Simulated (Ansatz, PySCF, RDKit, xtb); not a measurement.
**Which structure has the formula [CH7Si2]−?**

Given the formula [CH7Si2]− (charge -1) and nothing else, which arrangement of the atoms is the most stable in the gas at 298.15 K, and what are its properties?

The funnel: GFN2-xTB relaxations, single points with a density functional, relaxations at PBE0-D3(BJ)/def2-SVPD, harmonic vibrations, and a last energy at a higher level. All values are calculated.

9 further runs of the same task are left out: 2 for a known fault of the program, 7 set aside as unsound or not needed.

### 1 Drawing up candidates

All bonding patterns within simple valence rules are listed by program: one Lewis structure each, at most two rings and one unusual centre or charged pair. O–O, O–halogen and N–halogen bonds and N–N–N chains are not drawn. That gives 5 candidates.

| label | SMILES | spin |
| --- | --- | --- |
| c231 | [SiH3][CH-][SiH3] | singlet |
| c316 | [CH2-][SiH2][SiH3] | singlet |
| c420 | [SiH2-]C[SiH3] | singlet |

Candidates are built by distance geometry, with a force field where one applies, in up to four conformers (letters a to d). 12 starts with atoms placed at random are added, to find patterns that the rules miss.

**Question.** With final energies at CCSD(T)/def2-SVPD + MP2/def2-TZVPPD - MP2/def2-SVPD, which structure will this search put lowest in free energy, and by what margin?

| quantity | value |
| --- | --- |
| lowest structure found | C[SiH2][SiH2-], singlet, Cs |
| next finalist | C[SiH-][SiH3], singlet, 4.4 kcal/mol higher in G |
| share at equilibrium, among the finalists | 99.9 % |
| harmonic wavenumbers, lowest and highest (PBE0-D3(BJ)/def2-SVPD) | 135 and 3131 cm⁻¹ |
| rotational constants, same geometry | 0.4917, 0.1029, 0.09158 cm⁻¹ |
| HOMO energy (PBE0/def2-TZVPD) | -0.57 eV |
| LUMO energy (PBE0/def2-TZVPD) | 3.71 eV |
| HOMO–LUMO gap (to an unbound level, set by the basis) (PBE0/def2-TZVPD) | 4.28 eV |
| lowest excitation (TD-CAM-B3LYP/def2-SVPD) | 4.19 eV (f = 0.120) |
| strongest of the states computed, same level | 4.44 eV (f = 0.156) |
| lowest triplet excitation, same level, Tamm-Dancoff | 3.78 eV |
| vertical detachment energy | 2.30 eV |
| vertical triplet less singlet | +3.35 eV |

`C[SiH2][SiH2-]` comes out lowest. It came from a random start; the drawn patterns missed it. Among the finalists first place is clear (4.4 kcal/mol); structures outside the list aren't covered. r2SCAN-D4/def2-SVPD, PBE0-D3(BJ)/def2-SVPD, HF/def2-SVPD and MP2/def2-SVPD already put its bonding pattern lowest among the structures in one piece; GFN2-xTB favours the singlet [SiH3][CH-][SiH3] (c231a, not a finalist); HF/STO-3G favours the singlet C[SiH-][SiH3]. In an anion, excitations above the detachment energy lie in the continuum and hang on the basis, so they needn't be bound states. The search is not exhaustive (a finite list of starts, one conformer a finalist), so a lower isomer can't be ruled out. Patterns outside the rules of the enumeration were met only by chance.
